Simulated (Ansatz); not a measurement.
Input file for Ansatz (a first-principles code): R-CCSD(T)/aug-cc-pVDZ on CH2O (SMILES C=O).

Ansatz 0.2 input:
```yaml
crystal:
  periodic: [false, false, false]
  atoms:
    - {symbol: O, position_ang: [0.00000000, -0.51877334, -1.82845679]}
    - {symbol: C, position_ang: [0.00000000, 0.68616220, -1.73709412]}
    - {symbol: H, position_ang: [0.00000000, 1.33077474, -2.63186355]}
    - {symbol: H, position_ang: [0.00000000, 1.18902807, -0.75645498]}
basis:
  gaussian:
    orbitals: aug-cc-pVDZ
magnetization: {spin_polarized: false}
correlation: {method: ccsd_t, electrons: outside_noble_gas}
scf: {lower_state_search: off}
```

Program output:

```
WARN ansatz: RAYON_NUM_THREADS=1 ignored (pool sized by the plan → 1); use --threads N
Functional definition: HF
these checks for a lower state are left out or cut short: stability, starts, cluster_reference, orbital_swaps, neighbouring_geometries, increment
integrals: 0.04 GiB planned
625 factors; integrals over basis functions are off by at most 6.1e-4 eV
mean field: 0.09 GiB planned
mean field evaluation 1: about -3096.9495 eV, gradient 3.1e1 eV
mean field evaluation 2: about -3096.9506 eV, gradient 3.1e1 eV
mean field evaluation 4: about -3098.9431 eV, gradient 2.3e0 eV
mean field evaluation 8: about -3098.9694 eV, gradient 1.0e-3 eV
mean field -3098.96938137 eV, -113.8850242084 hartree, gradient 2.7e-6 eV, S^2 0.000000; 0 other end points of the search recorded, 0 dependent functions left out
2 core orbitals not correlated
reference -3098.96938137 eV, -113.8850242084 hartree; 6, 6 occupied and 56, 56 virtual orbitals, 625 factors
second order -9.07139284 eV of doubles, -0.00000000 eV of singles
coupled cluster: 0.13 GiB planned
cycle   1  -9.09627989 eV  change   -2.5e-2 eV  update   8.4e-2
cycle   2  -9.37715559 eV  change   -2.8e-1 eV  update   2.7e-2
cycle   3  -9.46564200 eV  change   -8.8e-2 eV  update   1.4e-2
cycle   4  -9.45858736 eV  change    7.1e-3 eV  update   3.5e-3
cycle   5  -9.45880750 eV  change   -2.2e-4 eV  update   1.4e-3
cycle   6  -9.45956263 eV  change   -7.6e-4 eV  update   4.8e-4
cycle   7  -9.45940477 eV  change    1.6e-4 eV  update   1.7e-4
cycle   8  -9.45936124 eV  change    4.4e-5 eV  update   5.1e-5
cycle   9  -9.45937198 eV  change   -1.1e-5 eV  update   2.0e-5
cycle  10  -9.45937141 eV  change    5.7e-7 eV  update   5.0e-6
perturbative correction -0.32699489 eV, -0.0120168406 hartree
Total energy: -3108.75574767 eV, -114.2446665365 hartree
Checks for a lower state left out: stability, starts, cluster_reference, orbital_swaps, neighbouring_geometries, increment
```

The run converged.

Cost: very roughly 1.4 core-seconds.
